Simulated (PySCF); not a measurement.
Bonds broken one at a time in the series silaethenyl-X. Isolated molecules, 0 K electronic values unless said otherwise. One relaxed conformer stands for each flexible species; it need not be the lowest. Strings in code marks are SMILES.

Calculation: PBE-D3(BJ)/def2-TZVP // PBE0-D3(BJ)/def2-TZVP run with PySCF. 

A: radical fragment (`[C]#C`)
B: radical fragment (`C=[SiH][S]`)
C: radical fragment (`[CH]=C`)
D: radical fragment (`C[CH]C`)
E: radical fragment (`[BH2]`)

Problem. Pick the species with the highest dipole moment.

Solution. B (2.92 D); next is A (0.79 D).
